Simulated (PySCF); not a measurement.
Mayer bond orders and bond lengths

Compound: cyclobutane, C4H8.
Numbering: `[CH2:1]1[CH2:2][CH2:3][CH2:4]1` (hydrogens: H5, H6 on C1; H7, H8 on C2; H9, H10 on C3; H11, H12 on C4)

Geometry (PBE0-D3(BJ)/def2-SVP, Å), atoms numbered from 1 in this order:
```xyz
12
C4H8 angstrom
C      0.3013    0.8688   -0.5728
C      1.0366   -0.2771    0.1504
C     -0.3136   -0.7118    0.7543
C     -1.0243    0.1196   -0.3321
H      0.3484    1.8089   -0.0009
H      0.5869    1.0880   -1.6130
H      1.4253   -1.0242   -0.5593
H      1.8487   -0.0106    0.8440
H     -0.5325   -1.7894    0.8030
H     -0.4669   -0.2867    1.7587
H     -1.3067   -0.4985   -1.1989
H     -1.9034    0.7114   -0.0345
```

Bond orders from the PBE0/pcSseg-1 density (PySCF). Isolated species at its PBE0-D3(BJ)/def2-SVP geometry, gas phase.

Q: Where do the orders between heavy atoms depart from those drawn in the SMILES?

A: The largest departure is 0.021, at C1–C2 (drawn single, 1.021), C2–C3 (drawn single, 1.021), C3–C4 (drawn single, 1.021) and C4–C1 (drawn single, 1.021).

Q: Give the Mayer order of every bond between heavy atoms, beside its length.

A: 
```tsv
bond	drawn as	length (Å)	Mayer order
C1–C2	single	1.542	1.021
C2–C3	single	1.542	1.021
C3–C4	single	1.542	1.021
C4–C1	single	1.542	1.021
```

Q: And the bonds to hydrogen?

A: C–H: 0.95 to 0.96 (8 bonds).

Q: Sum the orders of all bonds at each heavy atom with more than one neighbour and set the sums beside the valence in the SMILES.

A: C1 3.956 (drawn 4), C2 3.956 (drawn 4), C3 3.956 (drawn 4), C4 3.956 (drawn 4). Orders between atoms that aren't bonded are not in these sums.

Mayer orders depend on the basis set.
